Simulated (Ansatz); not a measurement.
# CH₄Cl radical (built from SMILES CCl.[H]): functionals against CCSD(T) at one geometry

An exercise on one series of results from a longer session: the logs are not shown, and one member is left open.

The runs use Ansatz 0.2.0, Gaussian basis; single points in def2-TZVPP.

Correlated methods freeze the cores. Orbitals are unrestricted.

### The system as given

6 atoms, charge 0, spin multiplicity 2.

Atoms are counted from 1 here; the program's logs count them from 0.

Bond lengths: Cl1–C2 1.943 Å, Cl1–H3 1.577 Å, C2–H3 1.344 Å, C2–H4 1.032 Å, C2–H5 1.224 Å, C2–H6 1.150 Å. Angles: C2–Cl1–H3 43.4°, Cl1–C2–H3 53.7°, Cl1–C2–H4 91.8°, Cl1–C2–H5 169.2°, Cl1–C2–H6 75.9°, H3–C2–H4 123.9°, H3–C2–H5 115.5°, H3–C2–H6 117.6°, H4–C2–H5 95.2°, H4–C2–H6 87.6°, H5–C2–H6 112.5°, Cl1–H3–C2 82.9°.

Coordinates:

```xyz
6

Cl   -1.40600   -0.85610   -0.09360
C     0.27920    0.10610   -0.00560
H     0.09600   -1.13550   -0.48620
H     0.11330    0.37260    0.97740
H     1.43070    0.51960   -0.04020
H    -0.48670    0.91040   -0.30270
```

The first run:

File run/in.yaml:

```yaml
crystal:
  periodic: [false, false, false]
  atoms:
    - {symbol: Cl, position_ang: [-1.406000, -0.856100, -0.093600]}
    - {symbol: C, position_ang: [0.279200, 0.106100, -0.005600]}
    - {symbol: H, position_ang: [0.096000, -1.135500, -0.486200]}
    - {symbol: H, position_ang: [0.113300, 0.372600, 0.977400]}
    - {symbol: H, position_ang: [1.430700, 0.519600, -0.040200]}
    - {symbol: H, position_ang: [-0.486700, 0.910400, -0.302700]}
basis:
  gaussian: {orbitals: def2-TZVPP}
magnetization: {spin_polarized: true, initial_magnetization: 1}
correlation: {method: ccsd_t}
scf: {omitted_lower_state_checks: [cluster_reference]}
output: {forces: true}
```

The command line of these runs was not kept.

Among the steps run: CCSD(T)/def2-TZVPP; PBE0-D4/def2-TZVPP; wB97M-V/def2-TZVPP; r2SCAN-D4/def2-TZVPP; PBE-D4/def2-TZVPP; B97M-V/def2-TZVPP; wB97X-V/def2-TZVPP.

One of the session's tables, all rows but one given; the rest of the session is left out.

| method | RMS force component (eV/Å) | angle to CCSD(T) forces (°) | dipole (D) |
| --- | --- | --- | --- |
| CCSD(T) | 2.770 | reference | 1.14 |
| PBE0-D4 | 2.619 | 1.9 | 1.25 |
| wB97M-V | 2.706 | 1.2 | 1.26 |
| r2SCAN-D4 | 2.619 | 2.3 | 1.25 |
| PBE-D4 | ? | ? | ? |
| B97M-V | 2.625 | 3.3 | 1.16 |
| wB97X-V | 2.759 | 0.9 | 1.30 |

Q: Estimate the row for PBE-D4 from the others.

The run gave: RMS force component (eV/Å): 2.528; angle to CCSD(T) forces (°): 3.6; dipole (D): 1.19. In the column «RMS force component (eV/Å)» it is the lowest.
